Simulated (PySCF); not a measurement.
Work out the structure from these simulated measurements.

Formula: Si3H8.

* UV, strongest line: among the 10 lowest singlet transitions: S9 at 7.98 eV (155 nm, f = 0.477) [TDDFT CAM-B3LYP/def2-SVPD]
* Triplet: lowest triplet excitation (Tamm–Dancoff): 6.04 eV [TDA CAM-B3LYP/def2-SVPD]
* XPS: Si2p3/2 106.3, Si2p3/2 106.6 (×2), Si1s 1845.9, Si1s 1846.2 (×2) eV [ΔSCF SCAN, pcX-2 on the ionised atom, pcseg-1 elsewhere, spin-free X2C, 2p3/2 from a spin–orbit splitting computed afterwards within the 2p shell]
* UV, first state: lowest singlet excitation: 6.95 eV (178 nm, f = 0.115) [TDDFT CAM-B3LYP/def2-SVPD]
* 1H NMR: chemical shifts (computed TMS as zero) by class: 3.64 (6 H), 3.51 (2 H) ppm [GIAO KT2/pcSseg-1]
* NMR, other nuclei: isotropic shieldings of nuclei other than C and H, by class: 468 (2 Si), 480 (1 Si) ppm [GIAO KT2/pcSseg-1]
* Polarisability: 92.6 au [CAM-B3LYP/def2-SVPD]
* Dipole: 0.11 D [CAM-B3LYP/def2-SVPD]
* Rotational structure: rotational constants A, B, C: 8.946, 2.022, 1.751 GHz [PBE0-D3(BJ)/def2-SVP]

The electronic properties come from PySCF, for the isolated species, density fitting. Levels stand in brackets. Isolated species at its PBE0-D3(BJ)/def2-SVP geometry, gas phase. Each NMR value is the plain mean over a class of atoms that symmetry, rotation or inversion makes alike.

Problem. What is the compound? Reason from the data.

Solution. Hydrogen classes from least to most shielded: 6 H on 2 like atoms (silicon bonded to Si and 3 H) (3.64 ppm), 2 H on a silicon bonded to 2 Si and 2 H (3.51 ppm). The other shieldings belong to: 468 ppm, silicon bonded to Si and 3 H; 480 ppm, silicon bonded to 2 Si and 2 H. The core levels belong to: Si2p3/2 106.3 eV, silicon bonded to 2 Si and 2 H; Si2p3/2 106.6 eV, silicon bonded to Si and 3 H; Si1s 1845.9 eV, silicon bonded to 2 Si and 2 H; Si1s 1846.2 eV, silicon bonded to Si and 3 H. By its constants the optimised geometry is an asymmetric top. Structure: `[H][Si]([H])([SiH3])[SiH3]` (Si(SiH3)2H2). The assignments are read from this structure; whether some other isomer fits the data as well wasn't checked.
